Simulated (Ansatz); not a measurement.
Results of LDA in Ansatz (plane waves, PAW) for litharge SnO.

Settings: plane-wave cutoff 520 eV, 10×10×8 k mesh (along the axes of the cell as run), Fermi–Dirac smearing 0.01 eV, scalar-relativistic PAW data made under PBE.

Starting structure:

```xyz
4
Lattice="3.8000 0.0000 0.0000 0.0000 3.8000 0.0000 0.0000 0.0000 4.8400" Properties=species:S:1:pos:R:3 pbc="T T T"
Sn     1.9000     0.0000     3.6881
Sn     0.0000     1.9000     1.1519
O      1.9000     1.9000     0.0000
O      0.0000     0.0000     0.0000
```

**Question.** Into what structure does the relaxation of cell and atoms lead at this level, with the symmetry of the start kept?

**Answer.** The volume decreases by 5.4 %; final space group P4/nmm.
```xyz
4
Lattice="3.7678 0.0000 0.0000 0.0000 3.7678 0.0000 0.0000 0.0000 4.6570" Properties=species:S:1:pos:R:3 pbc="T T T"
Sn     1.8839     0.0000     3.5136
Sn     0.0000     1.8839     1.1433
O      1.8839     1.8839     0.0000
O      0.0000     0.0000     0.0000
```

Note: the solid has no gap at this level, which affects its response.

Ansatz is a program for electronic structure.
